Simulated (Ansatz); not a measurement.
**H2Si–B⁺, triplet in cc-pVTZ: errors against UCCSDT(Q)**

Geometry: that of the H2Si–B, doublet, kept fixed.

| atom | x (Å) | y (Å) | z (Å) |
| --- | --- | --- | --- |
| Si | -0.0850 | 0.0000 | 0.4943 |
| B | 0.0885 | 0.0000 | -1.4519 |
| H | 0.7098 | -1.2068 | 0.8997 |
| H | 0.7098 | 1.2068 | 0.8997 |

Basis cc-pVTZ; Ansatz 0.2.0. Only valence electrons are correlated (noble-gas cores frozen), which leaves 8 electrons in 86 orbitals. Prefix R: restricted or restricted open-shell reference; prefix U: unrestricted. Active spaces: valence = (8e, 10o) chosen from the atoms' valence shells.

Full CI isn't at hand for all of this; UCCSDT(Q) serves as the reference, and is uncertain by about the last step of the cluster series. The frozen core follows each run's orbitals, which can shift R against U totals by a few meV.

The UHF ⟨S²⟩ is 2.021 and the T1 diagnostic (RCCSD) is 0.0403. The largest doubles amplitude (RCCSD) is 0.065 and the T1 diagnostic (UCCSD) is 0.0336.

| level | E − E(UCCSDT(Q)) (mEh) | share of correlation (%) | wall time |
| --- | --- | --- | --- |
| RHF | 185.16 | 0.00 | – |
| UHF | 180.55 | 2.49 | – |
| RMP2 | 44.38 | 76.03 | – |
| UMP2 | 44.27 | 76.09 | – |
| RCCSD | 8.97 | 95.16 | – |
| UCCSD | 8.81 | 95.24 | – |
| RCCSD(T) | 2.00 | 98.92 | 7 s (H100) |
| UCCSD(T) | 2.00 | 98.92 | 8 s (H100) |
| BCCD(T) | 2.01 | 98.91 | 11 s (H100) |
| RCCSDT | 0.41 | 99.78 | – |
| UCCSDT | 0.36 | 99.80 | – |
| RCCSDT(Q) | 0.07 | 99.96 | 13 s (H100) |
| CASSCF (valence space) | 108.02 | 41.66 | – |
| NEVPT2 (valence space) | 28.72 | 84.49 | 6.5 s (H100) |
| MRCISD (valence space) | 7.56 | 95.92 | – |
| MRCISD+Q (valence space) | 2.02 | 98.91 | 7 s (H100) |

The correlation energy at UCCSDT(Q), counted from RHF, is -5.038 eV. That run took 12 s on 2 threads of AMD EPYC 7R13 with a shared H100 80 GB, shared host.

Times hold each run's SCF and search for its determinant on a shared host, so for small cases they say little of a method's own cost.

Natural occupations of CASSCF (valence space) about the gap: 1.973 1.958 1.936 0.999 0.988 0.050 0.038 0.022 0.018 0.017; effectively unpaired electrons, Σ n²(2−n)², 2.04.
